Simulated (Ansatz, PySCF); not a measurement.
This Ansatz (a quantum-chemistry and plane-wave program) input computes a PBE/def2-TZVPD energy:

Ansatz 0.2 input:
```yaml
crystal:
  periodic: [false, false, false]
  atoms:
    - {symbol: C, position_ang: [-0.06202131, -0.12897927, 0.24357143]}
    - {symbol: C, position_ang: [-0.00836144, -0.78607026, -0.96303711]}
    - {symbol: C, position_ang: [-0.01037813, 0.73506140, -0.97201260]}
    - {symbol: C, position_ang: [-0.03390126, -0.02224928, 1.59714360]}
    - {symbol: H, position_ang: [0.77768823, -1.43566092, -1.33626297]}
    - {symbol: H, position_ang: [0.90443913, 1.34040822, -1.07804562]}
    - {symbol: H, position_ang: [-0.89271719, 1.26925688, -1.34476163]}
    - {symbol: H, position_ang: [0.07922200, -0.89460119, 2.23650899]}
    - {symbol: H, position_ang: [-0.18065935, 0.93402158, 2.08856936]}
basis:
  gaussian:
    orbitals: def2-TZVPD
hamiltonian:
  xc: {name: PBE}
total_charge: -1
output: {forces: true}
```

### Question
Write an input for the same energy in PySCF and say what it gives.

### Answer

```python
from pyscf import gto, scf, dft

mol = gto.M(
    atom='''
    C    -0.06202131   -0.12897927    0.24357143
    C    -0.00836144   -0.78607026   -0.96303711
    C    -0.01037813    0.73506140   -0.97201260
    C    -0.03390126   -0.02224928    1.59714360
    H     0.77768823   -1.43566092   -1.33626297
    H     0.90443913    1.34040822   -1.07804562
    H    -0.89271719    1.26925688   -1.34476163
    H     0.07922200   -0.89460119    2.23650899
    H    -0.18065935    0.93402158    2.08856936
    ''',
    basis='def2-tzvpd',
    charge=-1,
    spin=0,
    verbose=4,
)

mf = dft.RKS(mol, xc='pbe').density_fit(auxbasis='def2-universal-jkfit')
mf.grids.level = 3
mf.conv_tol = 1e-9
mf.max_cycle = 100
mf.max_memory = 1500
mf.kernel()
if not mf.converged:
    mf = mf.newton()
    mf.kernel(mf.make_rdm1())
mf.analyze()
```
It gives -155.17618 Eh, and Ansatz -155.17610 Eh, a difference of 0.08 mEh, from the treatment of integrals and grids.

It need not be the lowest isomer of its formula. Whether it binds its extra electron was not tested at this geometry.
